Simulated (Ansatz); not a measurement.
# BH₂S+ (triplet): from Hartree-Fock to the top rungs, def2-TZVPP

One table from this session's results is given with a row withheld; the runs are named, their logs left out.

The runs use Ansatz 0.2.0, Gaussian basis; def2-TZVPP, core rule «outside noble gas», up to 6 orbitals frozen.

Plan: UHF; ROHF; CCSD(T) on UHF.

2 further runs of the same task are left out: 2 set aside as unsound or not needed.

## The system

The geometry is a PBE0/def2-TZVP stationary point (not a proven minimum) of the parent state, kept for this charge and spin.

4 atoms, charge 1, spin multiplicity 3.

Atoms are counted from 1 here; the program's logs count them from 0.

Bond lengths: B1–S2 1.742 Å, B1–H3 1.189 Å, S2–H4 1.348 Å. Angles: S2–B1–H3 125.0°, B1–S2–H4 99.6°.

The first run:

The input, in.yaml:

```yaml
crystal:
  periodic: [false, false, false]
  atoms:
    - {symbol: B, position_ang: [0.000000, -0.247959, 1.248665]}
    - {symbol: S, position_ang: [0.000000, 0.102017, -0.457708]}
    - {symbol: H, position_ang: [0.000000, 0.569475, 2.112516]}
    - {symbol: H, position_ang: [0.000000, -1.155317, -0.944703]}
basis:
  gaussian: {orbitals: def2-TZVPP}
total_charge: 1
magnetization: {spin_polarized: true, initial_magnetization: 2}
hamiltonian: {xc: hf}
output: {orbitals: {seedname: orbitals}}
```

On the command line:

```console
$ ansatz run in.yaml --threads 1 --pin off --events-out ev --progress --plain --max-ram 2816MiB --backend cpu
```

Among the steps run: UHF; ROHF; CCSD(T) on UHF.

One table of the session follows, with a row left open; its other results are not shown here.

It belongs to the step «Misses and costs». 

```
  method  from UCCSD(T) (kJ/mol)
    ROHF                  +681.1
     UHF                       ?
    UMP2                  +118.6
   UCCSD                   +23.4
UCCSD(T)                       0
```

Q: Estimate the row for UHF from the others.

The run gave: from UCCSD(T) (kJ/mol): +664.7. In the column «from UCCSD(T) (kJ/mol)» it lies between UMP2 (+118.6) and ROHF (+681.1).
